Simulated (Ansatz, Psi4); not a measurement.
# Worked example: vertical energy of the quartet above the doublet of NS (Mononitrogen monosulfide)

NS: 2 atoms, total charge 0, spin state doublet. As SMILES, `[N]=S`. The coordinates come from a PBE0-D4/def2-TZVP relaxation.

```xyz
2

N     0.0000    0.0000   -0.0112
S     0.0000    0.0000    1.4744
```

Both states at this one shape; open shells run unrestricted unless said. 1 Eh = 27.2114 eV.

```
                               level  program  doublet NS (Eh)  quartet NS (Eh)
                       UB3LYP/STO-3G   Ansatz      -447.715109      -447.571024
                    U-wB97M-V/STO-3G   Ansatz      -447.759754      -447.611045
UMP2/cc-pVTZ, 6 core orbitals frozen     Psi4      -452.287972      -452.144366
```

**Question.** Work out the vertical gap, second state less first, at each level.

**Answer.** 
1. UB3LYP/STO-3G: -447.571024 − (-447.715109) = 0.144085 Eh = 3.92 eV.
2. U-wB97M-V/STO-3G: -447.611045 − (-447.759754) = 0.148709 Eh = 4.05 eV.
3. UMP2/cc-pVTZ: -452.144366 − (-452.287972) = 0.143606 Eh = 3.91 eV.

No measured value is set beside it here; the levels span 3.91 to 4.05 eV. Minimal sets are far from the basis-set limit.
